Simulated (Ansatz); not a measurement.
Born–Oppenheimer molecular dynamics of FH$_{5}$SSi (8 atoms, charge 0, multiplicity 1). It starts at the highest image of a converged band, a first-order saddle point between two minima.

Method: RKS PBE-D4/def2-SVP (Ansatz).

```
ensemble                      : NVE (velocity Verlet)
time step                     : 0.5 fs
steps asked                   : 200
starting velocities drawn for : 100 K
seed                          : 4365
```

First frame:

```xyz
8
Properties=species:S:1:pos:R:3
Si -0.241 0.036 -0.174
F -0.143 0.124 1.810
H 1.175 -0.455 0.002
H -0.259 1.489 -0.534
H -0.704 -0.808 -1.341
S -2.536 -0.006 0.728
H -2.599 -1.366 0.808
H -1.282 0.113 1.801
```

(1) How far do the bonds stretch over the last three quarters of this one trajectory? (Pairs bonded in most of those frames.)

## Answers

(1) 
```json
{"bond": "Si1–H3", "mean (Å)": "1.504", "spread (Å)": "0.012", "shortest": "1.48", "longest": "1.52"}
{"bond": "Si1–H4", "mean (Å)": "1.498", "spread (Å)": "0.007", "shortest": "1.49", "longest": "1.51"}
{"bond": "Si1–H5", "mean (Å)": "1.509", "spread (Å)": "0.005", "shortest": "1.50", "longest": "1.52"}
{"bond": "Si1–S6", "mean (Å)": "2.259", "spread (Å)": "0.132", "shortest": "2.08", "longest": "2.47"}
{"bond": "F2–H8", "mean (Å)": "0.976", "spread (Å)": "0.038", "shortest": "0.94", "longest": "1.07"}
{"bond": "S6–H7", "mean (Å)": "1.364", "spread (Å)": "0.009", "shortest": "1.35", "longest": "1.38"}
```

Mean temperature of the second half: 909 K. The conserved energy stayed within 0.015 meV per atom of its start (net change 0.004 meV per atom), so the integration is sound. The kinetic energy rose, since the run started high on the potential surface and went downhill. It ends in pieces (FH + H4SSi), so much of that is their flight and rotation, not heat. A run of 0.1 ps of so small a system gives no equilibrium averages. The orbitals stay closed-shell, which can raise the energy where a bond breaks towards radicals; this wasn't checked here.

Time of the run: 9.5 min on 1 thread of Intel(R) Xeon(R) Platinum 8175M CPU @ 2.50GHz (Skylake/Cascade Lake) (shared host), peak memory 0.16 GiB.
